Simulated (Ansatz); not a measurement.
We consider B₄C (R-3m, No. 166; cell taken from a computed entry), described by LDA (Ansatz, a quantum-chemistry and plane-wave program, PAW).

Run with plane-wave cutoff 520 eV, 8×8×8 k mesh, perturbation theory, scalar-relativistic PAW data made under PBE.

Cell (relaxed at this level):

```cif
data_C3B12
_chemical_formula_sum 'B12 C3'
_space_group_name_H-M_alt 'P 1'
_space_group_IT_number 1
_cell_length_a 5.12546
_cell_length_b 5.12546
_cell_length_c 5.12546
_cell_angle_alpha 65.896
_cell_angle_beta 65.896
_cell_angle_gamma 65.896
loop_
_space_group_symop_operation_xyz
  'x, y, z'
loop_
_atom_site_label
_atom_site_type_symbol
_atom_site_fract_x
_atom_site_fract_y
_atom_site_fract_z
_atom_site_occupancy
B1 B 0.30906 0.80628 0.80628 1
B2 B 0.69094 0.19372 0.19372 1
B3 B 0.80628 0.30906 0.80628 1
B4 B 0.19372 0.69094 0.19372 1
B5 B 0.80628 0.80628 0.30906 1
B6 B 0.19372 0.19372 0.69094 1
B7 B 0.67064 0.99407 0.99407 1
B8 B 0.32936 0.00593 0.00593 1
B9 B 0.99407 0.67064 0.99407 1
B10 B 0.00593 0.32936 0.00593 1
B11 B 0.99407 0.99407 0.67064 1
B12 B 0.00593 0.00593 0.32936 1
C1 C 0.61045 0.61045 0.61045 1
C2 C 0.38955 0.38955 0.38955 1
C3 C 0.50000 0.50000 0.50000 1
```

Problem. What does this level give for the high-frequency dielectric constant (mean over three axes) and dielectric constant ε0 (ions relaxed) (mean over three axes)?

Solution. 
* **high-frequency dielectric constant (mean over three axes)**: 8.21
* **dielectric constant ε0 (ions relaxed) (mean over three axes)**: 9.13

Note: the relaxation could not lower the start's symmetry, so the cell can be a saddle point above a distorted one.
